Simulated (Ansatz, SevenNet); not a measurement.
**Ladder of methods for the elastic constant C11 of zinc-blende BAs**

Reference value: 285 GPa (measured, room temperature, not corrected to a static lattice; as tabulated in Kang et al. (2019), arXiv:1911.11281).

**Question.** Put these levels in order of the elastic constant C11 that they give for zinc-blende BAs, smallest first: Hartree–Fock (Ansatz, a first-principles code), SevenNet-0, r²SCAN+rVV10 (Ansatz).

**Answer.** SevenNet-0 (188 GPa), r²SCAN+rVV10 (292 GPa), Hartree–Fock (327 GPa)

Unless a cell is named, each level is at its own relaxed cell (SevenNet-0 13.96, r²SCAN+rVV10 13.61, Hartree–Fock 14.06 Å³/atom).

Differences against the reference: SevenNet-0 -34 %, r²SCAN+rVV10 +2.5 %, Hartree–Fock +14.7 %.

The measured value isn't corrected to a static lattice, so vibrations enter the comparison. A static lattice is as a rule stiffer than a warm one, by over a tenth in soft solids.  Each level is taken at its own relaxed cell. Cutoffs and k meshes differ between the levels. Ansatz's density-functional and Hartree–Fock values are scalar-relativistic unless marked +SOC, with PAW data made under PBE.

Machine-learned potentials (SevenNet-0) are trained on DFT data: a solid inside that data is no test of them.

Differences are worked out from the printed values.
